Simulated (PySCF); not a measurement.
**2-cyclobutene-1-one: geometry, NMR shifts, spin-spin couplings, electronic excitations and core binding energies**

Wanted: the NMR shifts, spin-spin couplings, electronic excitations and core binding energies of 2-cyclobutene-1-one (`O=C1C=CC1`), by calculation.

Programs: PySCF 2.14.0, with density-fitted response routines of our own. Each step states its level of theory. These are calculated values for one molecule in the gas phase, unless marked as measured. Atoms count from 0, in the outputs and in this text.

### Step 1. The starting structure

9 atoms, charge 0, multiplicity 1; geometry from: MMFF94s. The atoms were then displaced at random by about 0.03 Å, so the start is not that level's minimum.

Bonds of the start (Å): O0–C1 1.27, C1–C2 1.51, C2–C3 1.27, C3–C4 1.46, C4–C1 1.53, C2–H5 1.10, C3–H6 1.16, C4–H7 1.06, C4–H8 1.15.

### Step 2. Optimising the geometry at PBE0-D3(BJ)/def2-SVP

What the job is given:

```
{"job": {"xc": "PBE0", "basis": "def2-SVP", "d3": "d3bj", "grid": 1, "shake": 0.03, "kind": "geom"}, "charge": 0, "multiplicity": 1}
O      2.134300     0.640510    -0.505530
C      0.928950     0.356150    -0.243540
C     -0.357650     1.097950     0.029320
C     -0.901090    -0.031700     0.234690
C      0.180480    -0.968700    -0.062950
H     -0.573820     2.171460     0.096410
H     -2.007480    -0.252790     0.502420
H      0.178010    -1.554730    -0.943860
H      0.551050    -1.527590     0.867410
```

Command:

```sh
$ OMP_NUM_THREADS=1 python probes_run.py task.json out
```

The driver reads the jobs from task.json and runs them one after another.

**Question.** This job is followed by: GIAO PBE0/pcSseg-1 NMR shielding, non-relativistic, gas phase; B3LYP/pcJ-1 indirect spin-spin coupling, non-relativistic, gas phase; TDDFT B3LYP/def2-SVPD, vertical, gas phase, core orbitals frozen in the response; GIAO KT2/pcSseg-2 NMR shielding, non-relativistic, gas phase; delta-SCF UKS SCAN, pcX-2 on the ionised atom, pcseg-1 elsewhere, spin-free X2C. What will the session give for the following? point group; rotational constants (main isotopes); 13C shifts against TMS (PBE0/pcSseg-1); 1H shifts against TMS (PBE0/pcSseg-1, means over atoms taken as alike); 17O shifts against H2O (PBE0/pcSseg-1); surface potential, 1st and 99th percentile; largest coupling of the table (B3LYP/pcJ-1); lowest singlet (B3LYP/def2-SVPD); brightest single state of those computed; lowest triplet; vertical ionisation energy (ΔSCF); vertical electron affinity (ΔSCF); C1s binding energies, SCAN/pcX-2 (standing for 3 of 4 atoms); O1s binding energies, SCAN/pcX-2; range of the shift of O0.

The runs gave:

| quantity | value |
| --- | --- |
| point group | Cs |
| rotational constants (main isotopes) | 12.64, 5.34, 3.85 GHz |
| 13C shifts against TMS (PBE0/pcSseg-1) | 188.2, 173.1, 149.7, 52.3 ppm |
| 1H shifts against TMS (PBE0/pcSseg-1, means over atoms taken as alike) | 8.35, 6.29, 3.23 ppm |
| 17O shifts against H2O (PBE0/pcSseg-1) | 614.4 ppm |
| surface potential, 1st and 99th percentile | -1.67 V and 1.33 V |
| largest coupling of the table (B3LYP/pcJ-1) | 1J(C,H) C2–H5, 185.2 Hz |
| lowest singlet (B3LYP/def2-SVPD) | 3.85 eV (322 nm), f = 0.000 |
| brightest single state of those computed | state 10, 7.97 eV, f = 0.124 |
| lowest triplet | 3.43 eV |
| vertical ionisation energy (ΔSCF) | 9.74 eV |
| vertical electron affinity (ΔSCF) | -0.43 eV (unbound: the value hangs on the basis) |
| C1s binding energies, SCAN/pcX-2 (standing for 3 of 4 atoms) | C1 293.50, C4 291.31, C2 291.02 eV |
| O1s binding energies, SCAN/pcX-2 | O0 537.84 eV |
| range of the shift of O0 | 559.0 to 614.4 ppm |

The start was shaken at random, so part of the energy gained undoes that. The optimisation took 7 steps and gained 0.733 eV; among the close pairs (by a distance rule), C2–C3 changed most, from 1.270 to 1.350 Å. No frequency check was run at this level, so the end point may be a saddle. At PBE0/pcSseg-1: The widest tensor belongs to O0: span 1109 ppm, with a paramagnetic part of -678 ppm. At PBE0/pcSseg-1, counted by nearest atom on the grid, the HOMO lies on O0 59 %; C2, C4 about 12 % each, the LUMO on C3 33 %; C1 20 %. Of the pairs tabulated at B3LYP/pcJ-1, C2–H5 couples most strongly (185.2 Hz; Fermi contact 184.3 Hz). Couplings across rotatable bonds belong to this one conformer; where others are populated, the observed values are averages. The first singlet state (HOMO→LUMO 0.98) lies at 3.85 eV and is dark; of the 10 states computed, the strongest absorption comes from state 10 at 7.97 eV (the last computed, so partners may be missing). The lowest triplet lies 0.42 eV below the lowest singlet (triplets in Tamm-Dancoff, singlets in full TDDFT). ΔSCF puts the ionisation energy at 9.74 eV, 2.52 eV above −ε(HOMO). The C1s levels kept as sound span 2.48 eV, from C2 (α carbon of a C=C–C=O unit) up to C1 (ketone carbonyl carbon). Only 3 of the 4 C atoms are covered by sound results. Across the 2 runs the shift of O0 moves most, between 559.0 (KT2/pcSseg-2) and 614.4 ppm (PBE0/pcSseg-1).
